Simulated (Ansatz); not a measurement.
`CCC(C)F`, charge 0, multiplicity 1.

(1) Give a relaxed structure at PBE0-D4/def2-TZVP (the Gaussian-basis code of Ansatz). (Best estimate.)

Answers

(1) Ansatz gave: 
Z-matrix (Å, degrees):
```
C
C 1 1.519
H 1 1.092 2 111.9
H 1 1.091 2 110.8 3 -119.8
H 1 1.094 2 111.3 3 120.6
C 2 1.513 1 113.4 3 -64.8
H 2 1.095 1 110.5 3 57.2
H 2 1.094 1 110.0 3 174.8
F 6 1.396 2 107.9 1 -173.5
C 6 1.508 2 114.8 1 66.1
H 6 1.098 2 109.6 1 -58.4
H 10 1.093 6 110.4 2 55.4
H 10 1.092 6 110.8 2 -64.9
H 10 1.091 6 110.2 2 175.4
```
This is one stationary point; other conformers may exist.
